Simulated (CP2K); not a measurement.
# CClF3 (SMILES FC(F)(F)Cl) at PBE0/def2-SVPD

Aim: a single-point energy of CClF3. 

Program for the calculation: CP2K 2026.2.

## (1) The structure to begin with

CClF3: 5 atoms, total charge 0, spin state singlet. As SMILES, `FC(F)(F)Cl`. The C2–Cl5 distance was set to 3.160 Å, away from the relaxed value. At this shape a bond of the SMILES string is far longer than usual.

Bond lengths: F1–C2 1.322 Å, C2–F3 1.322 Å, C2–F4 1.322 Å. Angles: F1–C2–F3 108.7°, F1–C2–F4 108.7°, F3–C2–F4 108.7°.

## (2) A single-point energy at PBE0/def2-SVPD

gas.inp

```
&global
   project_name gas
   run_type ENERGY
   print_level MEDIUM
&end global

&force_eval
   method QUICKSTEP
   &dft
      basis_set_file_name ./def2_svpd.basis
      potential_file_name POTENTIAL
      &qs
         method GAPW
         eps_default 1.0E-10
      &end qs
      &mgrid
         cutoff 280
         rel_cutoff 50
         ngrids 4
      &end mgrid
      &poisson
         periodic NONE
         poisson_solver MULTIPOLE
      &end poisson
      &scf
         scf_guess ATOMIC
         eps_scf 1.0E-05
         max_scf 40
         &ot
            minimizer DIIS
            preconditioner FULL_ALL
         &end ot
         &outer_scf
            eps_scf 1.0E-05
            max_scf 5
         &end outer_scf
      &end scf
      &xc
         &xc_functional
            &hyb_gga_xc_pbeh
            &end hyb_gga_xc_pbeh
         &end xc_functional
         &hf
            fraction 0.25
            &screening
               eps_schwarz 1.0E-10
            &end screening
            &memory
               max_memory 1050
            &end memory
         &end hf
      &end xc
      &print
         &moments
            periodic F
            reference COM
            max_moment 1
         &end moments
         &mo_cubes
            nlumo 2
            nhomo -1
            write_cube F
         &end mo_cubes
         &lowdin ON
         &end lowdin
         &hirshfeld OFF
         &end hirshfeld
      &end print
   &end dft
   &subsys
      &cell
         abc 10.7 12.3 11.3
         periodic NONE
      &end cell
      &coord
         F      5.782650     5.318651     7.005680
         C      5.566750     5.217051     5.705680
         F      4.319350     4.824951     5.512480
         F      6.380650     4.300551     5.211080
         Cl     6.068042     7.999449     4.294320
      &end coord
      &kind F
         basis_set def2-SVPD
         potential ALL
         lebedev_grid 194
         radial_grid 100
      &end kind
      &kind C
         basis_set def2-SVPD
         potential ALL
         lebedev_grid 194
         radial_grid 100
      &end kind
      &kind Cl
         basis_set def2-SVPD
         potential ALL
         lebedev_grid 194
         radial_grid 100
      &end kind
   &end subsys
&end force_eval
```

Run with:

```console
$ OMP_NUM_THREADS=1 cp2k.psmp gas.inp > gas.out
```

What values should one expect? Wanted: total energy; dipole moment; HOMO energy; LUMO energy; HOMO–LUMO gap.

Computed results:

At PBE0/def2-SVPD:

```
     quantity          value
 total energy  -796.84044 Eh
dipole moment         3.52 D
  HOMO energy       -8.66 eV
  LUMO energy       -6.41 eV
HOMO–LUMO gap        2.25 eV
```

What this shows: One bond is far stretched, which a spin-restricted single reference describes badly; a broken-symmetry solution may lie lower.
